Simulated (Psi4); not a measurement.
Reaction (SMILES): N (NH3) + H+ → [NH4+]
B3LYP-D3(BJ)/def2-TZVP geometries, fixed; electronic energies without zero-point terms; positive where energy is released.

Effect of the integral screening threshold at wB97X-V/def2-TZVP with Psi4, against the last row, where the proton affinity is 213.43 kcal/mol.

| setting | largest shift of a total energy (mEh) | shift of the proton affinity (kcal/mol) |
|---|---|---|
| ints_tolerance: 1e-6 | 0.000 | 0.000 |
| ints_tolerance: 1e-8 | 0.000 | 0.000 |
| ints_tolerance: 1e-10 | 0.000 | 0.000 |
| ints_tolerance: 1e-14 | 0.000 | 0.000 |

Within 0.02 kcal/mol in the proton affinity: ints_tolerance: 1e-6; ints_tolerance: 1e-8; ints_tolerance: 1e-10. The largest shift is 0.000 mEh in a total energy and 0.000 kcal/mol in the difference.
